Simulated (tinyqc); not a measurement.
Worked calculation (part 1 of 3): UHF in the sto-6g basis, for NH3+, spin multiplicity 2. Computed by tinyqc, a small Python program that keeps every step (integrals from PySCF). Settings: charge = 1, multiplicity = 2, basis = sto-6g, energy threshold = 1e-08, iteration cap = 83, orthogonalisation = canonical, start = random, DIIS depth = 3, DIIS from iteration = 2, method = UHF. Command: `OMP_NUM_THREADS=1 python tinyqc.py 25514 25515 out.jsonl` (the two numbers bound the seeds that draw the settings). One thread of a shared host (Intel(R) Xeon(R) Processor @ 2.60GHz), about 0.2 s of CPU time with the checks. Later iterations appear only in the table of the cycle.

## One-electron integrals

Geometry (angstrom):
```
atom         x         y        z
N      0.00000   0.00000  0.02000
H      0.97400   0.00000  0.00000
H     -0.48700   0.84400  0.00000
H     -0.48700  -0.84400  0.00000
```

Basis sto-6g: exponents (1/bohr^2) and contraction coefficients of normalised primitives:
```
element  l (shell)    exponent  coefficient
N            s (1)  1027.82846      0.00916
N            s (1)   188.45122      0.04936
N            s (1)    52.72186      0.16854
N            s (1)    18.11138      0.37056
N            s (1)     7.03318      0.41649
N            s (1)     2.89665      0.13033
N            s (2)    39.19881     -0.01325
N            s (2)     7.75847     -0.04699
N            s (2)     2.41133     -0.03379
N            s (2)     0.92772      0.25024
N            s (2)     0.40291      0.59512
N            s (2)     0.18468      0.24071
N            p (3)    39.19881      0.00376
N            p (3)     7.75847      0.03768
N            p (3)     2.41133      0.17390
N            p (3)     0.92772      0.41804
N            p (3)     0.40291      0.42586
N            p (3)     0.18468      0.10171
H            s (1)    35.52322      0.00916
H            s (1)     6.51314      0.04936
H            s (1)     1.82214      0.16854
H            s (1)     0.62596      0.37056
H            s (1)     0.24308      0.41649
H            s (1)     0.10011      0.13033
```

Overlap, kinetic and nuclear-attraction integrals over the contracted functions; the nuclear repulsion is the sum of Za Zb / Rab.

nuclear repulsion = 12.3443959 hartree

overlap S, order 1N 1s, 1N 2s, 1N 2px, 1N 2py, 1N 2pz, 2H 1s, 3H 1s, 4H 1s:
$$\begin{pmatrix}
1.00000 & 0.22942 & 0.00000 & 0.00000 & 0.00000 & 0.06566 & 0.06560 & 0.06560 \\
0.22942 & 1.00000 & 0.00000 & 0.00000 & 0.00000 & 0.51979 & 0.51952 & 0.51952 \\
0.00000 & 0.00000 & 1.00000 & 0.00000 & 0.00000 & 0.45180 & -0.22573 & -0.22573 \\
0.00000 & 0.00000 & 0.00000 & 1.00000 & 0.00000 & 0.00000 & 0.39121 & -0.39121 \\
0.00000 & 0.00000 & 0.00000 & 0.00000 & 1.00000 & -0.00928 & -0.00927 & -0.00927 \\
0.06566 & 0.51979 & 0.45180 & 0.00000 & -0.00928 & 1.00000 & 0.19499 & 0.19499 \\
0.06560 & 0.51952 & -0.22573 & 0.39121 & -0.00927 & 0.19499 & 1.00000 & 0.19478 \\
0.06560 & 0.51952 & -0.22573 & -0.39121 & -0.00927 & 0.19499 & 0.19478 & 1.00000
\end{pmatrix}$$

kinetic energy T (hartree), order 1N 1s, 1N 2s, 1N 2px, 1N 2py, 1N 2pz, 2H 1s, 3H 1s, 4H 1s:
$$\begin{pmatrix}
22.23641 & -0.67875 & 0.00000 & 0.00000 & 0.00000 & -0.00307 & -0.00309 & -0.00309 \\
-0.67875 & 0.63290 & 0.00000 & 0.00000 & 0.00000 & 0.13886 & 0.13867 & 0.13867 \\
0.00000 & 0.00000 & 1.90129 & 0.00000 & 0.00000 & 0.30934 & -0.15445 & -0.15445 \\
0.00000 & 0.00000 & 0.00000 & 1.90129 & 0.00000 & 0.00000 & 0.26767 & -0.26767 \\
0.00000 & 0.00000 & 0.00000 & 0.00000 & 1.90129 & -0.00635 & -0.00634 & -0.00634 \\
-0.00307 & 0.13886 & 0.30934 & 0.00000 & -0.00635 & 0.76852 & -0.00374 & -0.00374 \\
-0.00309 & 0.13867 & -0.15445 & 0.26767 & -0.00634 & -0.00374 & 0.76852 & -0.00378 \\
-0.00309 & 0.13867 & -0.15445 & -0.26767 & -0.00634 & -0.00374 & -0.00378 & 0.76852
\end{pmatrix}$$

nuclear attraction V (hartree), order 1N 1s, 1N 2s, 1N 2px, 1N 2py, 1N 2pz, 2H 1s, 3H 1s, 4H 1s:
$$\begin{pmatrix}
-48.30257 & -5.02079 & -0.00002 & 0.00000 & 0.00111 & -1.63934 & -1.63773 & -1.63773 \\
-5.02079 & -8.41135 & -0.00021 & 0.00000 & 0.01184 & -3.66040 & -3.65795 & -3.65795 \\
-0.00002 & -0.00021 & -8.48129 & 0.00000 & 0.00000 & -2.91405 & 1.45561 & 1.45561 \\
0.00000 & 0.00000 & 0.00000 & -8.48130 & 0.00000 & 0.00000 & -2.52278 & 2.52278 \\
0.00111 & 0.01184 & 0.00000 & 0.00000 & -8.27060 & 0.06317 & 0.06311 & 0.06311 \\
-1.63934 & -3.66040 & -2.91405 & 0.00000 & 0.06317 & -5.53817 & -1.20637 & -1.20637 \\
-1.63773 & -3.65795 & 1.45561 & -2.52278 & 0.06311 & -1.20637 & -5.53665 & -1.20498 \\
-1.63773 & -3.65795 & 1.45561 & 2.52278 & 0.06311 & -1.20637 & -1.20498 & -5.53665
\end{pmatrix}$$

core Hamiltonian H = T + V (hartree), order 1N 1s, 1N 2s, 1N 2px, 1N 2py, 1N 2pz, 2H 1s, 3H 1s, 4H 1s:
$$\begin{pmatrix}
-26.06616 & -5.69954 & -0.00002 & 0.00000 & 0.00111 & -1.64241 & -1.64082 & -1.64082 \\
-5.69954 & -7.77845 & -0.00021 & 0.00000 & 0.01184 & -3.52154 & -3.51927 & -3.51927 \\
-0.00002 & -0.00021 & -6.58000 & 0.00000 & 0.00000 & -2.60471 & 1.30116 & 1.30116 \\
0.00000 & 0.00000 & 0.00000 & -6.58000 & 0.00000 & 0.00000 & -2.25511 & 2.25511 \\
0.00111 & 0.01184 & 0.00000 & 0.00000 & -6.36931 & 0.05682 & 0.05677 & 0.05677 \\
-1.64241 & -3.52154 & -2.60471 & 0.00000 & 0.05682 & -4.76965 & -1.21011 & -1.21011 \\
-1.64082 & -3.51927 & 1.30116 & -2.25511 & 0.05677 & -1.21011 & -4.76813 & -1.20875 \\
-1.64082 & -3.51927 & 1.30116 & 2.25511 & 0.05677 & -1.21011 & -1.20875 & -4.76813
\end{pmatrix}$$

## Two-electron integrals

Functions are numbered as in S; the eight-fold symmetry (ij|kl) = (ji|kl) = (kl|ij) leaves the list below.

Two-electron integrals (ij|kl) in chemists' order, unique and non-zero (hartree):
```
(11|11) 4.16874     (21|11) 0.58365     (21|21) 0.10411     (22|11) 0.96849
(22|21) 0.21445     (22|22) 0.70840     (31|31) 0.02207     (32|31) 0.03361
(32|32) 0.15658     (33|11) 0.96849     (33|21) 0.21445     (33|22) 0.70840
(33|33) 0.76324     (41|41) 0.02207     (42|41) 0.03361     (42|42) 0.15658
(43|43) 0.04113     (44|11) 0.96849     (44|21) 0.21445     (44|22) 0.70840
(44|33) 0.68098     (44|44) 0.76324     (51|51) 0.02207     (52|51) 0.03361
(52|52) 0.15658     (53|53) 0.04113     (54|54) 0.04113     (55|11) 0.96849
(55|21) 0.21445     (55|22) 0.70840     (55|33) 0.68098     (55|44) 0.68098
(55|55) 0.76324     (61|11) 0.17843     (61|21) 0.03049     (61|22) 0.06138
(61|31) 0.00170     (61|32) 0.00331     (61|33) 0.06172     (61|44) 0.06120
(61|51) -3.49e-05   (61|52) -0.00007    (61|53) -1.06e-05   (61|55) 0.06120
(61|61) 0.00914     (62|11) 0.39748     (62|21) 0.08905     (62|22) 0.32054
(62|31) 0.00792     (62|32) 0.05588     (62|33) 0.33278     (62|44) 0.31442
(62|51) -0.00016    (62|52) -0.00115    (62|53) -0.00038    (62|55) 0.31443
(62|61) 0.02638     (62|62) 0.17911     (63|11) 0.29920     (63|21) 0.06801
(63|22) 0.26036     (63|31) 0.01544     (63|32) 0.09785     (63|33) 0.28549
(63|44) 0.24780     (63|51) -0.00011    (63|52) -0.00088    (63|53) -0.00054
(63|55) 0.24780     (63|61) 0.02117     (63|62) 0.17502     (63|63) 0.19342
(64|41) 0.01008     (64|42) 0.05489     (64|43) 0.01148     (64|54) -0.00024
(64|64) 0.02482     (65|11) -0.00614    (65|21) -0.00140    (65|22) -0.00535
(65|31) -0.00011    (65|32) -0.00088    (65|33) -0.00539    (65|44) -0.00509
(65|51) 0.01008     (65|52) 0.05490     (65|53) 0.01148     (65|55) -0.00556
(65|61) -0.00043    (65|62) -0.00359    (65|63) -0.00346    (65|65) 0.02489
(66|11) 0.52372     (66|21) 0.11947     (66|22) 0.48621     (66|31) 0.01457
(66|32) 0.13483     (66|33) 0.53188     (66|44) 0.46335     (66|51) -0.00030
(66|52) -0.00277    (66|53) -0.00141    (66|55) 0.46338     (66|61) 0.03595
(66|62) 0.33223     (66|63) 0.36535     (66|65) -0.00750    (66|66) 0.77500
(71|11) 0.17826     (71|21) 0.03046     (71|22) 0.06132     (71|31) -0.00085
(71|32) -0.00165    (71|33) 0.06127     (71|41) 0.00147     (71|42) 0.00287
(71|43) -0.00022    (71|44) 0.06153     (71|51) -3.49e-05   (71|52) -0.00007
(71|53) 5.28e-06    (71|54) -9.16e-06   (71|55) 0.06114     (71|61) 0.00892
(71|62) 0.02504     (71|63) 0.01863     (71|64) 0.00083     (71|65) -0.00041
(71|66) 0.03335     (71|71) 0.00912     (72|11) 0.39721     (72|21) 0.08899
(72|22) 0.32035     (72|31) -0.00396    (72|32) -0.02791    (72|33) 0.31881
(72|41) 0.00686     (72|42) 0.04838     (72|43) -0.00794    (72|44) 0.32799
(72|51) -0.00016    (72|52) -0.00115    (72|53) 0.00019     (72|54) -0.00033
(72|55) 0.31424     (72|61) 0.02505     (72|62) 0.13757     (72|63) 0.10312
(72|64) 0.01580     (72|65) -0.00268    (72|66) 0.20527     (72|71) 0.02634
(72|72) 0.17891     (73|11) -0.14946    (73|21) -0.03398    (73|22) -0.13007
(73|31) 0.01141     (73|32) 0.06558     (73|33) -0.13710    (73|41) -0.00232
(73|42) -0.01859    (73|43) 0.01312     (73|44) -0.12932    (73|51) 0.00005
(73|52) 0.00044     (73|53) -0.00031    (73|54) 0.00013     (73|55) -0.12379
(73|61) -0.00859    (73|62) -0.03787    (73|63) -0.01102    (73|64) -0.00333
(73|65) 0.00072     (73|66) -0.04145    (73|71) -0.01056    (73|72) -0.08739
(73|73) 0.06687     (74|11) 0.25903     (74|21) 0.05888     (74|22) 0.22542
(74|31) -0.00232    (74|32) -0.01859    (74|33) 0.21773     (74|41) 0.01409
(74|42) 0.08707     (74|43) -0.01126    (74|44) 0.24398     (74|51) -0.00010
(74|52) -0.00076    (74|53) 0.00013     (74|54) -0.00046    (74|55) 0.21454
(74|61) 0.01656     (74|62) 0.09723     (74|63) 0.07214     (74|64) 0.02869
(74|65) -0.00185    (74|66) 0.14540     (74|71) 0.01831     (74|72) 0.15145
(74|73) -0.07293    (74|74) 0.15118     (75|11) -0.00614    (75|21) -0.00140
(75|22) -0.00534    (75|31) 0.00005     (75|32) 0.00044     (75|33) -0.00516
(75|41) -0.00010    (75|42) -0.00076    (75|43) 0.00013     (75|44) -0.00531
(75|51) 0.01008     (75|52) 0.05486     (75|53) -0.00574    (75|54) 0.00994
(75|55) -0.00555    (75|61) -0.00041    (75|62) -0.00268    (75|63) -0.00196
(75|64) -0.00030    (75|65) 0.01825     (75|66) -0.00432    (75|71) -0.00043
(75|72) -0.00359    (75|73) 0.00173     (75|74) -0.00300    (75|75) 0.02486
(76|11) 0.12810     (76|21) 0.02881     (76|22) 0.10824     (76|31) 0.00107
(76|32) 0.00823     (76|33) 0.10911     (76|41) 0.00186     (76|42) 0.01426
(76|43) 0.00049     (76|44) 0.10968     (76|51) -0.00009    (76|52) -0.00068
(76|53) -0.00008    (76|54) -0.00014    (76|55) 0.10593     (76|61) 0.00837
(76|62) 0.05588     (76|63) 0.05046     (76|64) 0.00588     (76|65) -0.00125
(76|66) 0.09891     (76|71) 0.00836     (76|72) 0.05585     (76|73) -0.02012
(76|74) 0.04664     (76|75) -0.00124    (76|76) 0.02066     (77|11) 0.52353
(77|21) 0.11943     (77|22) 0.48607     (77|31) -0.00728    (77|32) -0.06737
(77|33) 0.48034     (77|41) 0.01261     (77|42) 0.11675     (77|43) -0.02966
(77|44) 0.51462     (77|51) -0.00030    (77|52) -0.00277    (77|53) 0.00070
(77|54) -0.00122    (77|55) 0.46325     (77|61) 0.03337     (77|62) 0.20535
(77|63) 0.14667     (77|64) 0.03678     (77|65) -0.00432    (77|66) 0.31035
(77|71) 0.03590     (77|72) 0.33201     (77|73) -0.18251    (77|74) 0.31630
(77|75) -0.00750    (77|76) 0.09891     (77|77) 0.77500     (81|11) 0.17826
(81|21) 0.03046     (81|22) 0.06132     (81|31) -0.00085    (81|32) -0.00165
(81|33) 0.06127     (81|41) -0.00147    (81|42) -0.00287    (81|43) 0.00022
(81|44) 0.06153     (81|51) -3.49e-05   (81|52) -0.00007    (81|53) 5.28e-06
(81|54) 9.16e-06    (81|55) 0.06114     (81|61) 0.00892     (81|62) 0.02504
(81|63) 0.01863     (81|64) -0.00083    (81|65) -0.00041    (81|66) 0.03335
(81|71) 0.00891     (81|72) 0.02502     (81|73) -0.01003    (81|74) 0.01571
(81|75) -0.00041    (81|76) 0.00802     (81|77) 0.03334     (81|81) 0.00912
(82|11) 0.39721     (82|21) 0.08899     (82|22) 0.32035     (82|31) -0.00396
(82|32) -0.02791    (82|33) 0.31881     (82|41) -0.00686    (82|42) -0.04838
(82|43) 0.00794     (82|44) 0.32799     (82|51) -0.00016    (82|52) -0.00115
(82|53) 0.00019     (82|54) 0.00033     (82|55) 0.31424     (82|61) 0.02505
(82|62) 0.13757     (82|63) 0.10312     (82|64) -0.01580    (82|65) -0.00268
(82|66) 0.20527     (82|71) 0.02502     (82|72) 0.13747     (82|73) -0.06517
(82|74) 0.08138     (82|75) -0.00268    (82|76) 0.04474     (82|77) 0.20519
(82|81) 0.02634     (82|82) 0.17891     (83|11) -0.14946    (83|21) -0.03398
(83|22) -0.13007    (83|31) 0.01141     (83|32) 0.06558     (83|33) -0.13710
(83|41) 0.00232     (83|42) 0.01859     (83|43) -0.01312    (83|44) -0.12932
(83|51) 0.00005     (83|52) 0.00044     (83|53) -0.00031    (83|54) -0.00013
(83|55) -0.12379    (83|61) -0.00859    (83|62) -0.03787    (83|63) -0.01102
(83|64) 0.00333     (83|65) 0.00072     (83|66) -0.04145    (83|71) -0.01003
(83|72) -0.06517    (83|73) 0.04849     (83|74) -0.03770    (83|75) 0.00124
(83|76) -0.01586    (83|77) -0.10507    (83|81) -0.01056    (83|82) -0.08739
(83|83) 0.06687     (84|11) -0.25903    (84|21) -0.05888    (84|22) -0.22542
(84|31) 0.00232     (84|32) 0.01859     (84|33) -0.21773    (84|41) 0.01409
(84|42) 0.08707     (84|43) -0.01126    (84|44) -0.24398    (84|51) 0.00010
(84|52) 0.00076     (84|53) -0.00013    (84|54) -0.00046    (84|55) -0.21454
(84|61) -0.01656    (84|62) -0.09723    (84|63) -0.07214    (84|64) 0.02869
(84|65) 0.00185     (84|66) -0.14540    (84|71) -0.01571    (84|72) -0.08138
(84|73) 0.03770     (84|74) -0.03091    (84|75) 0.00155     (84|76) -0.02749
(84|77) -0.10860    (84|81) -0.01831    (84|82) -0.15145    (84|83) 0.07293
(84|84) 0.15118     (85|11) -0.00614    (85|21) -0.00140    (85|22) -0.00534
(85|31) 0.00005     (85|32) 0.00044     (85|33) -0.00516    (85|41) 0.00010
(85|42) 0.00076     (85|43) -0.00013    (85|44) -0.00531    (85|51) 0.01008
(85|52) 0.05486     (85|53) -0.00574    (85|54) -0.00994    (85|55) -0.00555
(85|61) -0.00041    (85|62) -0.00268    (85|63) -0.00196    (85|64) 0.00030
(85|65) 0.01825     (85|66) -0.00432    (85|71) -0.00041    (85|72) -0.00268
(85|73) 0.00124     (85|74) -0.00155    (85|75) 0.01823     (85|76) -0.00097
(85|77) -0.00432    (85|81) -0.00043    (85|82) -0.00359    (85|83) 0.00173
(85|84) 0.00300     (85|85) 0.02486     (86|11) 0.12810     (86|21) 0.02881
(86|22) 0.10824     (86|31) 0.00107     (86|32) 0.00823     (86|33) 0.10911
(86|41) -0.00186    (86|42) -0.01426    (86|43) -0.00049    (86|44) 0.10968
(86|51) -0.00009    (86|52) -0.00068    (86|53) -0.00008    (86|54) 0.00014
(86|55) 0.10593     (86|61) 0.00837     (86|62) 0.05588     (86|63) 0.05046
(86|64) -0.00588    (86|65) -0.00125    (86|66) 0.09891     (86|71) 0.00802
(86|72) 0.04474     (86|73) -0.01586    (86|74) 0.02749     (86|75) -0.00097
(86|76) 0.01701     (86|77) 0.06620     (86|81) 0.00836     (86|82) 0.05585
(86|83) -0.02012    (86|84) -0.04664    (86|85) -0.00124    (86|86) 0.02066
(87|11) 0.12796     (87|21) 0.02878     (87|22) 0.10812     (87|31) -0.00215
(87|32) -0.01644    (87|33) 0.10983     (87|44) 0.10871     (87|51) -0.00009
(87|52) -0.00067    (87|53) 0.00017     (87|55) 0.10581     (87|61) 0.00802
(87|62) 0.04472     (87|63) 0.03172     (87|65) -0.00097    (87|66) 0.06615
(87|71) 0.00835     (87|72) 0.05579     (87|73) -0.03027    (87|74) 0.04071
(87|75) -0.00124    (87|76) 0.01699     (87|77) 0.09878     (87|81) 0.00835
(87|82) 0.05579     (87|83) -0.03027    (87|84) -0.04071    (87|85) -0.00124
(87|86) 0.01699     (87|87) 0.02061     (88|11) 0.52353     (88|21) 0.11943
(88|22) 0.48607     (88|31) -0.00728    (88|32) -0.06737    (88|33) 0.48034
(88|41) -0.01261    (88|42) -0.11675    (88|43) 0.02966     (88|44) 0.51462
(88|51) -0.00030    (88|52) -0.00277    (88|53) 0.00070     (88|54) 0.00122
(88|55) 0.46325     (88|61) 0.03337     (88|62) 0.20535     (88|63) 0.14667
(88|64) -0.03678    (88|65) -0.00432    (88|66) 0.31035     (88|71) 0.03334
(88|72) 0.20519     (88|73) -0.10507    (88|74) 0.10860     (88|75) -0.00432
(88|76) 0.06620     (88|77) 0.31022     (88|81) 0.03590     (88|82) 0.33201
(88|83) -0.18251    (88|84) -0.31630    (88|85) -0.00750    (88|86) 0.09891
(88|87) 0.09878     (88|88) 0.77500
```

## Orthogonalisation

S = U s U^T; canonical form X = U s^(-1/2), so that X^T S X = 1. Each column of U has its largest component positive (the first on a tie).

eigenvalues of S: [0.25782, 0.34073, 0.34085, 0.96887, 1.00051, 1.46421, 1.46438, 2.16264]

X, order 1N 1s, 1N 2s, 1N 2px, 1N 2py, 1N 2pz, 2H 1s, 3H 1s, 4H 1s:
$$\begin{pmatrix}
-0.29268 & 0.00061 & 0.00000 & 0.97661 & 0.12246 & -0.00009 & 0.00000 & 0.13400 \\
1.53839 & -0.00244 & 0.00000 & -0.00933 & 0.01573 & -0.00020 & 0.00000 & 0.42439 \\
0.00238 & 1.10121 & 0.00000 & -0.00002 & 0.00000 & 0.63307 & 0.00000 & 0.00017 \\
0.00000 & 0.00000 & 1.10119 & 0.00000 & 0.00000 & 0.00000 & 0.63296 & 0.00000 \\
-0.02584 & 0.00004 & 0.00000 & -0.12829 & 0.99160 & 0.00000 & 0.00000 & -0.00710 \\
-0.69164 & -1.07039 & 0.00000 & -0.14347 & -0.01801 & 0.43362 & 0.00000 & 0.29696 \\
-0.68825 & 0.53688 & -0.92769 & -0.14358 & -0.01802 & -0.21699 & 0.37567 & 0.29673 \\
-0.68825 & 0.53688 & 0.92769 & -0.14358 & -0.01802 & -0.21699 & -0.37567 & 0.29673
\end{pmatrix}$$

## Starting guess

The start is random orthonormal orbitals; D(s) = C_occ C_occ^T for each spin.

D(alpha) at the start, order 1N 1s, 1N 2s, 1N 2px, 1N 2py, 1N 2pz, 2H 1s, 3H 1s, 4H 1s:
$$\begin{pmatrix}
0.72730 & -0.44839 & 0.11947 & 0.00799 & 0.34259 & 0.00161 & -0.03661 & 0.00273 \\
-0.44839 & 2.49301 & 0.08624 & 0.04950 & -0.12684 & -0.95896 & -1.01516 & -0.99547 \\
0.11947 & 0.08624 & 1.13193 & 0.50786 & 0.12195 & -0.88929 & 0.33130 & 0.69104 \\
0.00799 & 0.04950 & 0.50786 & 0.57304 & 0.09995 & 0.07026 & -0.27309 & 0.60695 \\
0.34259 & -0.12684 & 0.12195 & 0.09995 & 0.20244 & 0.08047 & -0.02820 & -0.05177 \\
0.00161 & -0.95896 & -0.88929 & 0.07026 & 0.08047 & 1.88781 & -0.16218 & -0.10923 \\
-0.03661 & -1.01516 & 0.33130 & -0.27309 & -0.02820 & -0.16218 & 1.58383 & -0.08463 \\
0.00273 & -0.99547 & 0.69104 & 0.60695 & -0.05177 & -0.10923 & -0.08463 & 1.78914
\end{pmatrix}$$

D(beta) at the start, order 1N 1s, 1N 2s, 1N 2px, 1N 2py, 1N 2pz, 2H 1s, 3H 1s, 4H 1s:
$$\begin{pmatrix}
0.69958 & -0.38458 & -0.00430 & -0.07827 & 0.33266 & 0.07519 & -0.00366 & -0.20210 \\
-0.38458 & 2.34612 & 0.37112 & 0.24805 & -0.10398 & -1.12833 & -1.09102 & -0.52399 \\
-0.00430 & 0.37112 & 0.57939 & 0.12277 & 0.07763 & -0.56079 & 0.47843 & -0.22339 \\
-0.07827 & 0.24805 & 0.12277 & 0.30466 & 0.06906 & 0.29921 & -0.17055 & -0.03035 \\
0.33266 & -0.10398 & 0.07763 & 0.06906 & 0.19888 & 0.10682 & -0.01640 & -0.12512 \\
0.07519 & -1.12833 & -0.56079 & 0.29921 & 0.10682 & 1.69250 & -0.24965 & 0.43442 \\
-0.00366 & -1.09102 & 0.47843 & -0.17055 & -0.01640 & -0.24965 & 1.54465 & 0.15886 \\
-0.20210 & -0.52399 & -0.22339 & -0.03035 & -0.12512 & 0.43442 & 0.15886 & 0.27581
\end{pmatrix}$$
